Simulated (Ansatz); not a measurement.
Reaction (SMILES): ClCl (Cl2) → Cl2- (doublet, bonded as ClCl) (an electron is taken up)
B3LYP-D3(BJ)/def2-TZVP geometries, fixed; electronic energies without zero-point terms; positive where energy is released.
Largest species:
```
Cl
Cl 1 2.0135
```
Charge 0, spin multiplicity 1.

How fast the adiabatic electron affinity converges with the basis for several methods (Ansatz, a program for electronic structure): deviation from each method's own reference, in eV. References: B2PLYP 2.546 eV, the value in aug-cc-pV(5+d)Z; B3LYP 2.768 eV, the value in aug-cc-pV(5+d)Z; CCSD(T) 2.398 eV, Hartree-Fock in aug-cc-pV(Q+d)Z plus the correlation part extrapolated as X^-3 from aug-cc-pV(T+d)Z and aug-cc-pV(Q+d)Z; HF 2.105 eV, the value in aug-pcseg-3; MP2 2.337 eV, Hartree-Fock in aug-cc-pV(Q+d)Z plus the correlation part extrapolated as X^-3 from aug-cc-pV(T+d)Z and aug-cc-pV(Q+d)Z; PBE 2.556 eV, the value in aug-cc-pV(5+d)Z. Cartesian d functions, on some or all atoms, in 6-311+G**; all else is spherical. In correlated methods cores are frozen. Open shells are unrestricted. No added dispersion term, no relativity. 

| basis | functions | B2PLYP | B3LYP | CCSD(T) | HF | MP2 | PBE |
|---|---|---|---|---|---|---|---|
| def2-SVPD | 54 | 0.512 | 0.481 | 0.464 | 0.587 | 0.532 | 0.516 |
| aug-pcseg-1 | 54 | 0.370 | 0.335 | 0.345 | 0.431 | 0.405 | 0.344 |
| 6-311+G** | 62 | 0.283 | 0.399 | -0.058 | 0.383 | 0.036 | 0.417 |
| 6-311++G(2d,2p) | 70 | 0.184 | 0.202 | 0.037 | 0.230 | 0.144 | 0.189 |
| def2-TZVPD | 92 | 0.011 | 0.026 | -0.080 | 0.044 | -0.040 | 0.022 |
| jun-cc-pV(T+d)Z | 96 | 0.011 | 0.031 | -0.085 | 0.036 | -0.049 | 0.027 |
| aug-pcseg-2 | 100 | 0.028 | 0.046 | -0.063 | 0.048 | -0.030 | 0.044 |
| aug-cc-pV(T+d)Z | 110 | 0.020 | 0.026 | -0.037 | 0.032 | -0.008 | 0.021 |
| pcseg-3 | 128 | -0.056 | -0.023 | -0.163 | -0.011 | -0.135 | -0.031 |
| def2-QZVPPD | 158 | -0.006 | 0.006 | -0.065 | 0.011 | -0.049 | 0.007 |
| aug-cc-pV(Q+d)Z | 178 | 0.008 | 0.008 | -0.023 | 0.014 | -0.011 | 0.009 |
| aug-pcseg-3 | 178 | -0.009 | -0.001 | -0.058 | 0.000 | -0.045 | 0.000 |

Mean absolute deviation over 6-311+G**, 6-311++G(2d,2p), def2-TZVPD, jun-cc-pV(T+d)Z, aug-pcseg-2, aug-cc-pV(T+d)Z: MP2 0.051, CCSD(T) 0.060, B2PLYP 0.090, PBE 0.120, B3LYP 0.122, HF 0.129 eV.
